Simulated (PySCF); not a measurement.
A side-by-side comparison of computed properties.

First species: C3H4F2O.
SMILES: `O=CCC(F)F`

Second species: C3H4F2O.
InChI=1S/C3H4F2O/c4-1-2-6-3-5/h1-2H,3H2/b2-1+

Levels: CAM-B3LYP/def2-SVPD for dipole moment, HOMO energy, LUMO energy, HOMO–LUMO gap, static isotropic polarisability and electronic spatial extent ⟨r²⟩ about the centre of nuclear charge; TDDFT CAM-B3LYP/def2-SVPD for lowest singlet excitation; TDA CAM-B3LYP/def2-SVPD for lowest triplet excitation (Tamm–Dancoff); ΔSCF CAM-B3LYP/def2-SVPD for vertical ionisation energy; PBE0-D3(BJ)/def2-SVP for rotational constant A and rotational constant C. Geometries: PBE0-D3(BJ)/def2-SVP. Each species is one conformer at its optimised geometry, gas phase, non-relativistic unless stated; the electronic structure was computed with PySCF and density fitting.

The conformers computed, where there is a choice (atom-mapped SMILES and torsion angles):
- `[O:1]=[CH:2][CH2:3][CH:4]([F:5])[F:6]`: O1–C2–C3–C4 136°, C2–C3–C4–F5 175°
- `[F:1]/[CH:2]=[CH:3]/[O:4][CH2:5][F:6]`: C2–C3–O4–C5 1°, C3–O4–C5–F6 178°

```csv
property,column X,column Y
dipole moment,0.82 D,1.29 D
HOMO energy,-9.53 eV,-8.50 eV
LUMO energy,-0.21 eV,1.16 eV
HOMO–LUMO gap,9.32 eV,9.66 eV
lowest singlet excitation,4.21 eV,6.57 eV
lowest triplet excitation (Tamm–Dancoff),3.59 eV,4.23 eV
static isotropic polarisability,42.1 au,44.1 au
vertical ionisation energy,10.67 eV,9.57 eV
electronic spatial extent ⟨r²⟩ about the centre of nuclear charge,650 bohr²,747 bohr²
rotational constant A,8.664 GHz,16.744 GHz
rotational constant C,1.660 GHz,1.357 GHz
```

Question: Which column belongs to which species?

Answer: Column X is the first species and column Y the second. The first has 10 atoms and 48 electrons, the second 10 and 48.

Question: How does each property change from the first species to the second?

Answer: dipole moment +0.47 D; HOMO energy +1.03 eV; LUMO energy +1.37 eV; HOMO–LUMO gap +0.34 eV; lowest singlet excitation +2.36 eV; lowest triplet excitation (Tamm–Dancoff) +0.64 eV; static isotropic polarisability +2.0 au; vertical ionisation energy -1.10 eV; electronic spatial extent ⟨r²⟩ about the centre of nuclear charge +97 bohr²; rotational constant A +8.080 GHz; rotational constant C -0.303 GHz.

On the first: The polarisability is 6.23 Å³ as a volume (1 au = 0.148185 Å³), or 0.88 au for each of the 48 electrons. No computed singlet falls in the visible range (750 to 380 nm, 1.65 to 3.26 eV); S1 lies 0.95 eV above its blue end.

On the second: No computed singlet falls in the visible range (750 to 380 nm, 1.65 to 3.26 eV); S1 lies 3.31 eV above its blue end. The vertical singlet–triplet gap S1 − T1 is 2.34 eV (TDDFT singlet less Tamm–Dancoff triplet; S1: HOMO→LUMO, weight 0.66; T1: HOMO→LUMO+1, weight 0.94).
